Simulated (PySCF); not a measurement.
# Shieldings and the share of exact exchange

Molecule: SMILES CC1=C[C@@H]1CF, C5H7F.

Geometry:
| atom | x (Å) | y (Å) | z (Å) |
| --- | --- | --- | --- |
| C1 | 1.992 | 0.091 | -0.170 |
| C2 | 0.630 | 0.639 | -0.138 |
| C3 | -0.243 | 1.559 | 0.140 |
| C4 | -0.783 | 0.337 | -0.547 |
| C5 | -1.585 | -0.693 | 0.195 |
| F6 | -1.217 | -1.964 | -0.197 |
| H7 | 2.012 | -0.904 | 0.301 |
| H8 | 2.318 | -0.049 | -1.213 |
| H9 | 2.712 | 0.748 | 0.340 |
| H10 | -0.493 | 2.542 | 0.532 |
| H11 | -1.041 | 0.391 | -1.620 |
| H12 | -2.666 | -0.580 | 0.003 |
| H13 | -1.409 | -0.599 | 1.282 |

GIAO shieldings (ppm, equivalent atoms averaged) in PySCF 2.14 on the PBE0-D3(BJ)/def2-SVP geometry, basis pcSseg-1, gas phase, non-relativistic:

| functional | exact exchange (%) | σ(C5) | σ(C4) | σ(F6) |
| --- | --- | --- | --- | --- |
| BLYP | 0 | 75.5 | 150.0 | 392.5 |
| BP86 | 0 | 81.5 | 154.9 | 397.9 |
| PBE | 0 | 81.9 | 155.0 | 396.2 |
| PBE0 | 25 | 89.5 | 162.2 | 411.2 |
| mPW1PW91 | 25 | 88.8 | 161.5 | 411.1 |
| BHandHLYP | 50 | 90.5 | 164.4 | 420.6 |
| HF | 100 | 103.7 | 176.6 | 439.0 |

(1) Fit each shielding as a line in the percentage of exact exchange.

(2) What does the line predict for B3LYP (20 %), and what does the run give?

## Answers

(1) σ(C5) = 80.6 + 0.23 x (rms 2.6 ppm); σ(C4) = 154.1 + 0.23 x (rms 2.0 ppm); σ(F6) = 397.2 + 0.44 x (rms 2.6 ppm). The functionals also differ in their semilocal parts, which the line can't hold; Hartree–Fock has no correlation at all.

(2) σ(C5): 85.2 predicted, 82.1 computed; σ(C4): 158.7 predicted, 156.4 computed; σ(F6): 406.0 predicted, 405.7 computed ppm.
